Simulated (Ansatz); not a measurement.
## How close CCSD(T) comes to the exact answer in a basis

Each species is computed at the geometry given (Å), with frozen cores, in Ansatz 0.2.0: RHF-CCSD(T) for singlets, UHF-CCSD(T) otherwise, and full CI in the same basis. The program picks the determinant by trial CCSD, so it needn't be the lowest Hartree–Fock solution. States: SiH2 B1, [H···H···O] Π, HOB Σ⁺ or Δ. Cases whose determinant has another symmetry than full CI's state, or whose (Q) step broke down, weren't drawn.

**Question.** Judging by size, spin and bonding and the diagnostics given, rank them by the size of CCSD(T)'s error in total energy against full CI in the same basis, smallest first (an estimate).
A. [H···H···O], triplet, 6-31G: H 0.000 0.000 -0.994; H 0.000 0.000 -0.249; O 0.000 0.000 1.242. T1 0.014, (T) -16 meV in a correlation energy of -2.37 eV
B. SiH2, triplet, cc-pVDZ: Si 0.000 -0.049 0.000; H 0.000 0.676 -1.297; H 0.000 0.676 1.297. T1 0.015, (T) -50 meV in a correlation energy of -2.62 eV
C. HOB, singlet, 6-31G: B 0.000 0.000 1.534; O 0.000 0.000 -0.140; H 0.000 0.000 -1.393. T1 0.038, (T) -231 meV in a correlation energy of -5.82 eV

**Answer.** A (3.8 meV), B (17.1 meV), C (51.0 meV).

| species | basis | correlated electrons | CCSD(T) − full CI (meV) | CCSDT(Q) − full CI (meV) | unpaired electrons (full CI) | T1 | ⟨S²⟩ of the determinant |
| --- | --- | --- | --- | --- | --- | --- | --- |
| [H···H···O], triplet | 6-31G | 8 | 3.8 | -0.8 | 2.01 | 0.014 | 2.01 |
| SiH2, triplet | cc-pVDZ | 6 | 17.1 | -0.1 | 2.03 | 0.015 | 2.01 |
| HOB, singlet | 6-31G | 10 | 51.0 | -15.7 | 0.15 | 0.038 | 0.00 |

Unpaired electrons are Σ n²(2−n)² over natural occupations; an open shell counts its own unpaired electrons too. Frozen cores follow each run's orbitals, which moves totals by a few meV.
